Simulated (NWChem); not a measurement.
## Total energies of DMSO (C₂H₆OS)

SMILES: CS(C)=O
```xyz
10

C     -0.6613     0.5218    -1.3725
S      0.5039     0.0967     0.0000
C     -0.6613     0.5218     1.3725
O      0.6360    -1.4147     0.0000
H     -0.1374     0.2484    -2.3077
H     -0.8982     1.6041    -1.3677
H     -1.5723    -0.0980    -1.2581
H     -1.5723    -0.0980     1.2581
H     -0.1374     0.2484     2.3077
H     -0.8982     1.6041     1.3677
```
Charge 0, spin multiplicity 1.

All runs are NWChem calculations. Structure: optimised with PBE/def2-SVP, a minimum by its harmonic frequencies.

Basis set: cc-pVDZ (90 functions).

```tsv
method	total energy (Ha)	relative cost
RHF	-551.55307	1
MP2	-552.17415	3
B2PLYP	-552.87950	4
PBE	-552.82666	under 3
B3LYP	-553.20163	under 3
TPSS	-553.23908	3
CCSD(T)	-552.23957	70
```

Total energies of different functionals aren't comparable as a measure of quality: only differences taken within one method are. Relative cost: rough, from shared machines, SCF included, RHF = 1.

The correlated methods keep 8 core orbitals frozen. B3LYP has NWChem's definition, with VWN1-RPA local correlation. Coupled-cluster values serve here as a point of comparison, not as the truth.
